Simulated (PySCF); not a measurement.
Compound: C5H5Cl.
SMILES with atom numbers: `[CH:1]#[C:2]/[CH:3]=[CH:4]\[CH2:5][Cl:6]` (hydrogens: H7 on C1; H8 on C3; H9 on C4; H10, H11 on C5)

The same species was optimised twice, with GFN2-xTB and with PBE0-D3(BJ)/def2-SVP (PySCF), and the same property calculations (PySCF, gas phase) were run on both structures.

```
      coordinate  GFN2-xTB  PBE0-D3(BJ)/def2-SVP  change
       C2–C3 (Å)     1.409                 1.423  +0.014
       C1≡C2 (Å)     1.201                 1.214  +0.013
       C3=C4 (Å)     1.334                 1.345  +0.011
      C5–Cl6 (Å)     1.803                 1.798  -0.005
       C4–C5 (Å)     1.484                 1.484   0.000
   C4–C5–Cl6 (°)     109.6                 110.5    +0.9
    C3–C4–C5 (°)     123.9                 124.6    +0.7
    C2–C3–C4 (°)     124.3                 124.8    +0.5
    C1–C2–C3 (°)     178.7                 178.6    -0.1
C3–C4–C5–Cl6 (°)      -113                  -120      -7
```

Rotational constants: A = 6287, B = 1438, C = 1264 MHz (GFN2-xTB) against A = 6648, B = 1354, C = 1203 MHz (PBE0-D3(BJ)/def2-SVP). Point groups within 0.08 Å: C1 and C1. Atoms that the bonding makes alike are paired by their places after alignment.

On the GFN2-xTB structure: lowest singlet, TDDFT (eV) 5.11 [B3LYP/def2-SVPD]; isotropic polarisability (au) 77.0 [B3LYP/def2-SVPD]; HOMO (eV) -7.13 [B3LYP/def2-SVPD]; LUMO (eV) -1.63 [B3LYP/def2-SVPD]; dipole (D) 1.87 [B3LYP/def2-SVPD].

Question: What do these properties become on the PBE0-D3(BJ)/def2-SVP structure?

Answer: 
| property | level | on GFN2-xTB | on PBE0-D3(BJ)/def2-SVP | change |
| --- | --- | --- | --- | --- |
| lowest singlet, TDDFT (eV) | B3LYP/def2-SVPD | 5.11 | 5.04 | -0.07 |
| isotropic polarisability (au) | B3LYP/def2-SVPD | 77.0 | 78.5 | +1.5 |
| HOMO (eV) | B3LYP/def2-SVPD | -7.13 | -7.11 | +0.02 |
| LUMO (eV) | B3LYP/def2-SVPD | -1.63 | -1.65 | -0.02 |
| dipole (D) | B3LYP/def2-SVPD | 1.87 | 1.84 | -0.03 |
| energy, GFN2-xTB geometry as zero (kcal/mol) | B3LYP/def2-SVPD | 0.0 | -1.1 | -1.1 |

The heavy atoms differ by 0.068 Å rms after alignment (one structure mirrored). Among bonds between heavy atoms C1≡C2 and C2–C3 change most and about equally (+0.013 to +0.014 Å). Changes are differences of the printed values. Neither structure is proved a minimum here.

Shape of the structure used: `[CH:1]#[C:2]/[CH:3]=[CH:4]\[CH2:5][Cl:6]`: C3–C4–C5–Cl6 -120°.
